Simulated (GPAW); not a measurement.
**BPNH5 (SMILES NBP) at 3 levels**

Aim: a comparison of 3 runs (PBE/real-space grid, AM05/szp(dzp), PBE/dzp) of BPNH5. Input form: an ASE script.

The calculation is run with GPAW 26.7.0.

2 further runs of the same task are left out: 2 set aside as unsound or not needed.

### 1 The structure to begin with

BPNH5: 8 atoms, total charge 0, spin state singlet. SMILES: `NBP`. Geometry: relaxed at GFN2-xTB. This is one conformer, not always the lowest.

Bond lengths: N1–B2 1.379 Å, B2–P3 1.910 Å, N1–H4 1.008 Å, N1–H5 1.007 Å, B2–H6 1.171 Å, P3–H7 1.385 Å, P3–H8 1.383 Å. Angles: N1–B2–P3 120.2°, N1–B2–H6 119.5°, P3–B2–H6 120.1°, B2–N1–H4 123.6°, B2–N1–H5 123.9°, B2–P3–H7 97.7°, B2–P3–H8 96.7°, H4–N1–H5 112.5°, H7–P3–H8 93.4°.

### 2 The charge distribution at PBE/real-space grid (scalar-relativistic datasets) (run 1)

calc.py

```python
import numpy as np
from ase import Atoms
from ase.units import Bohr, Debye
from gpaw import GPAW

positions_bohr = np.array(
              [[ -1.994927,   1.197690,  -0.763544],
               [  0.530314,   1.047796,  -0.139859],
               [  2.226305,  -2.139000,  -0.186421],
               [ -3.064512,  -0.317285,  -1.199655],
               [ -2.962240,   2.831396,  -0.883182],
               [  1.660049,   2.902222,   0.289978],
               [  0.253526,  -3.601818,   0.720099],
               [  3.351486,  -1.920982,   2.162584]])
mol = Atoms(['N', 'B', 'P', 'H', 'H', 'H', 'H', 'H'], positions=positions_bohr * Bohr)
mol.center(vacuum=4.5)

calc = GPAW(mode='fd', maxiter=150, h=0.18, xc='PBE', txt='-')
mol.calc = calc

energy = mol.get_potential_energy()
print(f'Energy = {energy:.5f} eV')
forces = mol.get_forces()
print('Forces (eV/Ang)')
for symbol, f in zip(mol.symbols, forces):
    print(f'{symbol:2} {f[0]:9.4f} {f[1]:9.4f} {f[2]:9.4f}')
dipole = mol.get_dipole_moment() / Debye
print(f'Dipole                  {np.linalg.norm(dipole):.3f} D')
homo, lumo = calc.get_homo_lumo()
print(f'HOMO                    {homo:.3f} eV')
print(f'LUMO: {lumo:.3f} eV')
print(f'Gap                     {lumo - homo:.3f} eV')
```

Command:

```console
$ python3 -u calc.py | tee calc.out
```

Log:

```text
[...]
Number of symmetries: 1
[...]
  Number of IBZ points: 1
[...]
Spin-components: 1 (collinear spins)
Bands:           15
[...]
  Valence electrons: 18.0
[...]
  Grid points: [68 68 60]
  Charge: 0.0  # |e|
[...]
    cutoffs:
[...]
occupation numbers:
  # Zero width
[...]
xc functional:
  name: PBE with 2 nearest neighbor stencil
[...]
|iter     |     time |      energy | eigst |  dens |
[...]
|iter:   1| 00:00:03 |  -42.702409 | +1.26 |       |
[...]
|iter:  14| 00:00:22 |  -38.800344c| -7.63c| -5.71c|
Converged in 14 steps
[...]
Energy contributions relative to reference atoms: (reference = -11516.575541)
Energy contributions:
  Kinetic:          46.690673
  Coulomb:         -50.075011
  Zero:              0.408188
  External:          0.000000
  Xc:              -35.824194
  Entropy:           0.000000
  Spinorbit:         0.000000
  ----------------------------
  Free energy:     -38.800344
  Extrapolated:    -38.800344
dipole moment: (-0.492157, 0.149017, 0.006568)  # |e|*Ang
Fermi level: -3.496
Eigenvalues  # (at kpt = [0.000, 0.000, 0.000])
| band index |      eig [eV] | occ [0-2] |
|------------|---------------|-----------|
|          0 |       -21.883 |     2.000 |
|          1 |       -15.803 |     2.000 |
|          2 |       -12.965 |     2.000 |
|          3 |       -12.683 |     2.000 |
|          4 |        -9.872 |     2.000 |
|          5 |        -8.926 |     2.000 |
|          6 |        -8.002 |     2.000 |
|          7 |        -7.350 |     2.000 |
|          8 |        -5.952 |     2.000 |
|          9 |        -1.039 |     0.000 |
|         10 |        -0.678 |     0.000 |
|         11 |        -0.019 |     0.000 |
[...]
Gap: 4.913 eV
Transition (v -> c):
[...]
Forces (eV/Ang)
N    -0.4089    0.0741   -0.2063
B     0.1162   -0.4882    0.0791
P     0.5287    0.1989   -1.1141
H    -0.1795   -0.2497   -0.0208
H    -0.1328    0.3569   -0.0336
H     0.3709    0.6210    0.1235
H    -0.7722   -0.5966    0.2534
H     0.5161    0.1113    0.8574
Dipole                  2.470 D
HOMO                    -5.952 eV
LUMO: -1.039 eV
Gap                     4.913 eV
```

Wall time 23 s (1 thread of Arm Neoverse V1, shared host); peak memory 0.69 GiB.

### 3 The solvation energy at AM05/szp(dzp) (scalar-relativistic datasets, Held-Walter continuum water) (run 2)

calc.py

```python
import numpy as np
from ase.io.zmatrix import parse_zmatrix
from ase.units import Debye, Pascal, kcal, m, mol
from gpaw import GPAW, setup_paths
from gpaw.atom.configurations import parameters
from gpaw.atom.generator import Generator
from gpaw.solvation import EffectivePotentialCavity, GradientSurface, LinearDielectric, Power12Potential, SolvationGPAW, SurfaceInteraction

# Atomic positions
zmat = """
N
B 1 r2
P 2 r3 1 a3
H 1 r4 2 a4 3 d4
H 1 r5 4 a5 2 d5
H 2 r6 1 a6 5 d6
H 3 r7 2 a7 6 d7
H 3 r8 7 a8 2 d8
"""
values = dict(r2=1.378737, r3=1.910486, a3=120.19876, r4=1.008128, a4=123.5871, d4=2.28869, r5=1.00669, a5=112.52246, d5=178.35158, r6=1.171379, a6=119.53414, d6=0.15615, r7=1.385341, a7=97.74474, d7=146.8986, r8=1.383107, a8=93.4288, d8=97.26443)
system = parse_zmatrix(zmat, defs=values)
system.set_cell([14.0, 14.0, 14.0])
system.center()

# Generate the setups first
for symbol in ['B', 'H', 'N', 'P']:
    Generator(symbol, xcname='AM05', scalarrel=True, nofiles=True, txt=None).run(**parameters[symbol])
setup_paths.insert(0, '.')

# GPAW settings
gpaw_calc = GPAW(mode='lcao',
                 basis='szp(dzp)',
                 h=0.2,
                 xc='AM05',
                 maxiter=150,
                 legacy_gpaw=True,
                 txt='gs.txt')
system.calc = gpaw_calc
e_gas = system.get_potential_energy()
mu_gas = np.linalg.norm(system.get_dipole_moment()) / Debye

# Water as a continuum
solvent = dict(cavity=EffectivePotentialCavity(effective_potential=Power12Potential(atomic_radii={'H': 1.09}, u0=0.18),
                                               temperature=298.15, surface_calculator=GradientSurface()),
               dielectric=LinearDielectric(epsinf=78.36),
               interactions=[SurfaceInteraction(surface_tension=18.4e-3 * Pascal * m)])
gpaw_calc = SolvationGPAW(mode='lcao',
                          basis='szp(dzp)',
                          h=0.2,
                          xc='AM05',
                          maxiter=150,
                          txt='solvated.txt',
                          **solvent)
system.calc = gpaw_calc
e_sol = system.get_potential_energy()
mu_sol = np.linalg.norm(system.get_dipole_moment()) / Debye
dg = (e_sol - e_gas) / (kcal / mol)
print(f'Solvation free energy   {dg:.2f} kcal/mol')
print(f'Dipole {mu_gas:.3f} D in gas, {mu_sol:.3f} D in solution')
```

Command:

```console
$ python calc.py > calc.log
```

Log:

```text
Solvation free energy   -5.20 kcal/mol
Dipole 2.301 D in gas, 3.010 D in solution
```

gs.txt:

```text
___ ___ ___ _ _ _
 |   |   |_  | | | |
 | | | | | . | | | |
 |__ |  _|___|_____|  26.7.0
 |___|_|

units:  Angstrom and eV
cores:  1
OpenMP: False

Versions:
  Python: 3.12.14
  ASE:    3.29.0
  Numpy:  2.5.5
  Scipy:  1.18.1
  Libxc:  7.0.0

        _gpaw.cpython-312-aarch64-linux-gnu.so

Input parameters:
  basis: szp(dzp)
  h: 0.2
  maxiter: 150
  mode: lcao
  xc: AM05

System changes: positions, numbers, cell, pbc, initial_charges, initial_magmoms

Initialize ...

species:
  N:
    name:    Nitrogen
    Z:       7.0
    valence: 5
    core:    2
    charge:  0.0  # [|e|]
    file:    N.AM05
    compensation charges:
      type: gauss
[... 120 lines left out ...]
Reference energy: -11474.407916  # eV
[... 3 lines left out ...]
Convergence criteria:
 Maximum [total energy] change in last 3 cyles: 0.0005 eV / valence electron
[... 4 lines left out ...]
 the SCF output indicates the quantity has converged.)
[... 9 lines left out ...]
       k-points in crystal coordinates                weights
[... 61 lines left out ...]
Bands to converge: occupied
[... 61 lines left out ...]
Converged after 9 iterations.
[... 1 line left out ...]
Dipole moment: (-0.478528, -0.002225, -0.023533) |e|*Ang
[... 11 lines left out ...]
Free energy:    -33.426686
[... 72 lines left out ...]
Memory usage: 511.91 MiB
```

solvated.txt:

```text
___ ___ ___ _ _ _
 |   |   |_  | | | |
 | | | | | . | | | |
 |__ |  _|___|_____|  26.7.0
 |___|_|

units:  Angstrom and eV
cores:  1
OpenMP: False

Versions:
  Python: 3.12.14
  ASE:    3.29.0
  Numpy:  2.5.5
  Scipy:  1.18.1
  Libxc:  7.0.0

        _gpaw.cpython-312-aarch64-linux-gnu.so

Input parameters:
  basis: szp(dzp)
  h: 0.2
  maxiter: 150
  mode: lcao
  xc: AM05

Implicit solvation parameters:
Cavity:  EffectivePotentialCavity
  Surface Calculator: GradientSurface with 3 nn
  Volume Calculator: None
  EffectivePotentialCavity
    Potential: Power12Potential
      u0: 0.18eV
      pbc_cutoff: 1e-06
      tiny: 1e-10
    temperature: 298.15K
Dielectric:
  Type: LinearDielectric
  Solvent dielectric constant: 78.36
Interaction: SurfaceInteraction
  subscript: surf
  Surface_tension: 0.0011484376791625194 eV/(Angstrom^2)

System changes: positions, numbers, cell, pbc, initial_charges, initial_magmoms

Initialize ...

[... 134 lines left out ...]
Convergence criteria:
[... 5 lines left out ...]
 the SCF output indicates the quantity has converged.)
[... 39 lines left out ...]
  Poisson solver: Jacobi weighted FD solver with dielectric and 4 multi-grid levels
[... 3 lines left out ...]
      Finite-difference x-derivative with O(h^6) error (6 points)
      Finite-difference y-derivative with O(h^6) error (6 points)
      Finite-difference z-derivative with O(h^6) error (6 points)
[... 115 lines left out ...]
Converged after 9 iterations.
[... 14 lines left out ...]
Free energy:    -33.652146
[... 62 lines left out ...]
Memory usage: 990.85 MiB
```

Wall time 71 s (1 thread of Arm Neoverse V1, shared host); peak memory 0.97 GiB.

### 4 Energy and one-electron properties at PBE/dzp (scalar-relativistic datasets) (run 3)

mol.py

```python
import numpy as np
from ase import Atoms
from ase.units import Debye
from gpaw import GPAW

atoms = Atoms(['N', 'B', 'P', 'H', 'H', 'H', 'H', 'H'],
    positions=[[ -1.055670,   0.633790,  -0.404050],
               [  0.280630,   0.554470,  -0.074010],
               [  1.178110,  -1.131910,  -0.098650],
               [ -1.621670,  -0.167900,  -0.634830],
               [ -1.567550,   1.498310,  -0.467360],
               [  0.878460,   1.535790,   0.153450],
               [  0.134160,  -1.906000,   0.381060],
               [  1.773530,  -1.016540,   1.144390]])
atoms.center(vacuum=4.5)

calculator = GPAW(mode='lcao', basis='dzp', h=0.18, xc='PBE', maxiter=150, txt='-')
atoms.calc = calculator

energy = atoms.get_potential_energy()
print(f'Energy = {energy:.5f} eV')
forces = atoms.get_forces()
print('Forces (eV/Ang)')
for symbol, f in zip(atoms.symbols, forces):
    print(f'{symbol:2} {f[0]:9.4f} {f[1]:9.4f} {f[2]:9.4f}')
dipole = atoms.get_dipole_moment() / Debye
print(f'Dipole: {np.linalg.norm(dipole):.3f} D')
homo, lumo = calculator.get_homo_lumo()
print(f'HOMO                    {homo:.3f} eV')
print(f'LUMO: {lumo:.3f} eV')
print(f'Gap                     {lumo - homo:.3f} eV')
```

Command:

```console
$ python mol.py > mol.log
```

Log:

```text
[...]
Number of symmetries: 1
[...]
  Number of IBZ points: 1
[...]
basis functions: 64
Spin-components: 1 (collinear spins)
Bands:           15
[...]
  Valence electrons: 18.0
[...]
  Grid points: [68 68 60]
  Charge: 0.0  # |e|
[...]
    cutoffs:
[...]
occupation numbers:
  # Zero width
[...]
xc functional:
  name: PBE with 2 nearest neighbor stencil
[...]
|iter     |     time |      energy | eigst |  dens |
[...]
|iter:   1| 00:00:05 |  -39.478339 |      c|       |
[...]
|iter:   9| 00:00:10 |  -37.304276c|      c| -4.26c|
Converged in 9 steps
[...]
Energy contributions relative to reference atoms: (reference = -11516.575541)
Energy contributions:
  Kinetic:          39.847011
  Coulomb:         -41.982682
  Zero:              0.247506
  External:          0.000000
  Xc:              -35.416112
  Entropy:           0.000000
  Spinorbit:         0.000000
  ----------------------------
  Free energy:     -37.304276
  Extrapolated:    -37.304276
dipole moment: (-0.501231, 0.117412, -0.011537)  # |e|*Ang
Fermi level: -3.126
Eigenvalues  # (at kpt = [0.000, 0.000, 0.000])
| band index |      eig [eV] | occ [0-2] |
|------------|---------------|-----------|
|          0 |       -21.825 |     2.000 |
|          1 |       -15.631 |     2.000 |
|          2 |       -12.861 |     2.000 |
|          3 |       -12.578 |     2.000 |
|          4 |        -9.684 |     2.000 |
|          5 |        -8.735 |     2.000 |
|          6 |        -7.788 |     2.000 |
|          7 |        -7.137 |     2.000 |
|          8 |        -5.687 |     2.000 |
|          9 |        -0.564 |     0.000 |
|         10 |         0.714 |     0.000 |
|         11 |         1.292 |     0.000 |
[...]
Gap: 5.123 eV
Transition (v -> c):
[...]
Forces (eV/Ang)
N    -0.2170    0.0759   -0.1451
B     0.1528   -0.9470    0.0972
P     0.7361    0.2264   -1.5687
H    -0.5080   -0.7095   -0.1534
H    -0.4326    0.8720   -0.0730
H     0.6754    1.1143    0.2322
H    -1.0152   -0.7505    0.3831
H     0.6246    0.1492    1.1598
Dipole: 2.473 D
HOMO                    -5.687 eV
LUMO: -0.564 eV
Gap                     5.123 eV
```

It took 12 s on 1 thread of Arm Neoverse V1, shared host; peak memory 0.68 GiB.

### 5 All runs side by side

```csv
run,level,task,mode,energy (Eh),dipole moment (D),HOMO energy (eV),LUMO energy (eV),wall time
1,PBE/real-space grid (scalar-relativistic datasets),properties,fd,-424.652231,2.47,-5.95,-1.04,23 s
2,"AM05/szp(dzp) (scalar-relativistic datasets, Held-Walter continuum water)",solvation,lcao,-422.913407,3.01,-6.60,-1.59,71 s
3,PBE/dzp (scalar-relativistic datasets),properties,lcao,-424.597252,2.47,-5.69,-0.56,12 s
```

### 6 Results

| quantity | value |
| --- | --- |
| run 3: energy as printed (from the program's reference atoms) | -37.3043 eV |
| run 3: dipole moment | 2.47 D |
| run 3: HOMO energy | -5.69 eV |
| run 3: LUMO energy | -0.56 eV |
| run 3: HOMO–LUMO gap | 5.12 eV |
| run 3: largest force on an atom | 1.748 eV/Å |

What this shows: The dipole moment (its size) runs from 2.47 D (PBE/real-space grid) to 3.01 D (AM05/szp(dzp)). The two ends differ in method and basis and solvent. The HOMO–LUMO gap runs from 4.91 eV (PBE/real-space grid) to 5.12 eV (PBE/dzp). Totals of different functionals can't be ranked against each other. All runs together took 1.8 min, the longest 71 s.
